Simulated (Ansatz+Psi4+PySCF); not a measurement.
## doublet NaH2O: levels of theory in one basis

| atom | x (Å) | y (Å) | z (Å) |
| --- | --- | --- | --- |
| Na | -0.0093 | -0.0006 | -0.0035 |
| O | 0.0044 | -0.0028 | 2.3585 |
| H | 0.7699 | 0.0078 | 2.9286 |
| H | -0.7655 | 0.0021 | 2.9229 |

Basis set: cc-pVTZ on H, O; cc-pCVTZ on Na (spherical functions). Frozen core: 2 orbitals. Correlation on ROHF uses semicanonical orbitals with singles. Charge 0, multiplicity 2.

Computed with Ansatz (development build ahead of 0.2.0) and Psi4 1.11; each method stands on the lowest determinant of its kind that the runs found.

```json
{"method": "ROHF", "E − E(ROHF) (eV)": "0.00", "<S²> of the determinant": "0.75"}
{"method": "UHF", "E − E(ROHF) (eV)": "0.00", "<S²> of the determinant": "0.75"}
{"method": "ROHF-MP2", "E − E(ROHF) (eV)": "-14.40", "<S²> of the determinant": "–"}
{"method": "UHF-MP2", "E − E(ROHF) (eV)": "-14.40", "<S²> of the determinant": "0.75"}
```
